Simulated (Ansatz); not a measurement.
# Molybdenum, bcc under r²SCAN: testing the Methfessel-Paxton smearing

A convergence test of the Methfessel-Paxton smearing width. The geometry was relaxed under r²SCAN beforehand and stays fixed; 7 values are run, from 0.01 to 1.0 eV. Wanted are the values from which on the energy stays within 10 and 1 meV/atom, and the pressure within 0.5 GPa, of the narrowest run. Within the series other settings stay, but some runs also write fields, which adds to their time. Spin polarisation is left out.

Program: Ansatz 0.2.0. Level of theory: DFT r²SCAN, plane waves with PAW, scalar-relativistic. These are calculated values, not measurements.

### Step 1. The starting structure

The structure is cubic, space group Im-3m (No. 229). Conventional cell: a = 3.153 Å, b = 3.153 Å, c = 3.153 Å, α = 90.00°, β = 90.00°, γ = 90.00°. Around Mo (site symmetry m-3m) lie 8 Mo at 2.73 Å.

Coordinates:

```cif
data_structure
_symmetry_space_group_name_H-M 'Im-3m'
_symmetry_Int_Tables_number 229
_cell_length_a 3.1528
_cell_length_b 3.1528
_cell_length_c 3.1528
_cell_angle_alpha 90.000
_cell_angle_beta 90.000
_cell_angle_gamma 90.000
_cell_volume 31.34
loop_
_atom_site_label
_atom_site_type_symbol
_atom_site_symmetry_multiplicity
_atom_site_Wyckoff_symbol
_atom_site_fract_x
_atom_site_fract_y
_atom_site_fract_z
_atom_site_occupancy
Mo1 Mo 2 a 0.00000 0.00000 0.00000 1
```

### Step 2. With a width of 0.01 eV

The run at 0.01 eV.

Input file input.yaml:

```yaml
crystal:
  lattice:
    - [-1.5764210372, 1.5764210372, 1.5764210372]
    - [1.5764210372, -1.5764210372, 1.5764210372]
    - [1.5764210372, 1.5764210372, -1.5764210372]
  atoms:
    - { symbol: Mo, position: [0.0, 0.0, 0.0] }
hamiltonian:
  xc: r2scan
  pseudopotentials:
    kind: paw
    azcp:
      Mo: "pseudopotentials/Mo.paw.azcp"
basis:
  ecutwfc: 500
  fft_grid_basis: typed
kpoints:
  mp_grid: { grid: [14, 14, 14], shift: [0, 0, 0] }
magnetization:
  spin_polarized: false
scf:
  occupations: { method: methfessel_paxton, width: 0.01 }
  lower_state_search: "off"
output:
  stress: true
```

The run is started by

```
> ansatz run input.yaml --threads 2 --pin off --max-ram 5120MiB --backend cpu --events-out ev --progress --plain --runs-dir out
```

### Step 3. With a width of 0.03 eV

The run at 0.03 eV.

input.yaml: that of step 2 with these lines changed.

```diff
@@ -21,3 +21,3 @@
 scf:
-  occupations: { method: methfessel_paxton, width: 0.01 }
+  occupations: { method: methfessel_paxton, width: 0.03 }
   lower_state_search: "off"
```

### Step 4. With a width of 0.1 eV

The run at 0.1 eV.

input.yaml: that of step 3 with these lines changed.

```diff
@@ -21,3 +21,3 @@
 scf:
-  occupations: { method: methfessel_paxton, width: 0.03 }
+  occupations: { method: methfessel_paxton, width: 0.1 }
   lower_state_search: "off"
@@ -25 +25,5 @@
   stress: true
+  write_density: true
+  write_potential: true
+  elf: true
+  volumetric_format: npy
```

### Step 5. With a width of 0.2 eV

The run at 0.2 eV.

input.yaml: that of step 4 with these lines changed.

```diff
@@ -21,3 +21,3 @@
 scf:
-  occupations: { method: methfessel_paxton, width: 0.1 }
+  occupations: { method: methfessel_paxton, width: 0.2 }
   lower_state_search: "off"
@@ -25,5 +25 @@
   stress: true
-  write_density: true
-  write_potential: true
-  elf: true
-  volumetric_format: npy
```

### Step 6. With a width of 0.3 eV

The run at 0.3 eV.

input.yaml: that of step 5 with these lines changed.

```diff
@@ -21,3 +21,3 @@
 scf:
-  occupations: { method: methfessel_paxton, width: 0.2 }
+  occupations: { method: methfessel_paxton, width: 0.3 }
   lower_state_search: "off"
@@ -25 +25,5 @@
   stress: true
+  write_density: true
+  write_potential: true
+  elf: true
+  volumetric_format: npy
```

### Step 7. With a width of 0.6 eV

The run at 0.6 eV.

input.yaml: that of step 6 with these lines changed.

```diff
@@ -21,3 +21,3 @@
 scf:
-  occupations: { method: methfessel_paxton, width: 0.3 }
+  occupations: { method: methfessel_paxton, width: 0.6 }
   lower_state_search: "off"
@@ -25,5 +25 @@
   stress: true
-  write_density: true
-  write_potential: true
-  elf: true
-  volumetric_format: npy
```

### Step 8. With a width of 1.0 eV

The run at 1.0 eV.

input.yaml: that of step 7 with these lines changed.

```diff
@@ -21,3 +21,3 @@
 scf:
-  occupations: { method: methfessel_paxton, width: 0.6 }
+  occupations: { method: methfessel_paxton, width: 1.0 }
   lower_state_search: "off"
```

(Steps that only read results are left out.)

What does the calculation give?

**Answer**, as computed:

| quantity | value |
| --- | --- |
| E(σ → 0) stays within 10 meV/atom of 0.01 eV | up to 0.6 eV |
| E(σ → 0) stays within 1 meV/atom | up to 0.2 eV |
| pressure stays within 0.5 GPa | up to 0.6 eV |
| pressure at 0.01 eV | 0.10 GPa |
| energy of a separate run on a finer mesh (23×23×23) | -15.6 meV/atom from 0.01 eV |

What this shows: At 1.0 eV the energy differs by -11.1 meV/atom and the pressure by -1.3 GPa. Over the range F shifts by +3.8 meV/atom, while E(σ → 0) shifts by -11.1. This scheme cancels the term in the square of the width, so F moves little up to 0.2 eV. The mesh (14×14×14) is fixed, so the narrowest widths carry a k-point error of their own. The yardstick itself is unsettled by 15.6 meV/atom against the finer mesh, so the thresholds above hold only within this series, and wider smearing, which averages over more states, can land nearer the fine-mesh value than the narrowest does.
